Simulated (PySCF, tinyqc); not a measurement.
A ladder of methods, and size consistency: correlation methods against full CI in the sto-3g basis, for CH2, spin multiplicity 1. Computed by the program tinyqc with PySCF. All electrons correlated; +Q is the Davidson correction (1 - c0^2) E_corr. The last columns treat two copies 100 angstrom apart as one system. FCI is the lowest singlet.

Geometry (angstrom):
```
atom,x,y,z
C,0.0000,0.0000,0.0000
H,0.0000,1.0730,0.4940
H,0.0000,-1.0730,0.4940
```

RHF energy of one = -38.335473 hartree

Correlation energies (hartree):
```
method,E_corr of one,share of FCI (%),E_corr of two at 100 angstrom,two minus twice one (mhartree)
MP2,-0.03778,56.754,-0.07557,0.000
CISD,-0.06241,93.741,-0.11699,7.827
CISD+Q,-0.06724,101.000,-0.12992,4.563
CCSD,-0.06573,98.723,-0.13145,-2.02e-05
CCSD(T),-0.06613,99.333,-0.13226,-2.09e-05
FCI,-0.06658,100.000,-,-
```

What does the comparison show, and why?

MP2 recovers 57 %, CISD 93.7 % and CCSD 98.7 % of the FCI value (c0^2 = 0.923 in CISD). MP2 and coupled cluster are size consistent, so their last column vanishes; CISD loses 7.83 mhartree, since a double excitation on each copy is a quadruple of the pair, and the Davidson correction leaves +4.56. The restricted reference is unstable here: a spin-polarised solution lies 0.0448 hartree lower (PySCF), so results built on it describe a poor reference.
